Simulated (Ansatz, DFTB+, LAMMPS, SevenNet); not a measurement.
# How well does each level of theory give the volume per atom of hcp Os?

Reference value: 13.85 Å³/atom (measured, copied from a table, unchecked, extrapolated to 0 K and zero-point effects removed; as tabulated in Lejaeghere et al. (2013), arXiv:1204.2733).

```csv
level (code),value (Å³/atom),error (%)
Lennard-Jones uff-vdw (LAMMPS),19.71,+42
GFN2-xTB as cut by DFTB+,25.99,+88
SevenNet-l3i5,14.36,+3.7
PBE (Ansatz),14.28,+3.1
HSE06 (Ansatz),13.80,-0.4
```

Leaving aside Lennard-Jones uff-vdw (doubt noted below), GFN2-xTB as cut by DFTB+ (doubt noted below): Once the reference is moved by up to 2.0 % (a margin picked here for doubts on the reference and the settings) and values within 0.3 % count as equal, the nearest can be HSE06 (-0.4 %) or PBE (+3.1 %).

Density-functional levels without +SOC have no spin–orbit coupling. Lennard-Jones uff-vdw, GFN2-xTB as cut by DFTB+: the cell moved over 20 % in volume from its start. Lennard-Jones uff-vdw: this is a force field's van der Waals term alone, without bonds or charges. GFN2-xTB as cut by DFTB+: the cell has another shape than the first-principles one, perhaps another minimum in the same group. GFN2-xTB as cut by DFTB+: the method was fitted mainly to molecules. GFN2-xTB as cut by DFTB+: codes differ in how they cut the long-range tail of xTB's charge interaction in a crystal, so the value belongs to this code. HSE06: exact exchange on metals is sensitive to the k mesh and can open a false gap. HSE06: the run warned that the count of filled bands differs between k points. Cutoffs and k meshes differ between the levels. Ansatz's density-functional and Hartree–Fock values are scalar-relativistic unless marked +SOC, with PAW data made under PBE.

Machine-learned potentials (SevenNet-l3i5) are trained on DFT data: a solid inside that data is no test of them.

Differences are worked out from the printed values.

Ansatz is a quantum-chemistry and plane-wave program.
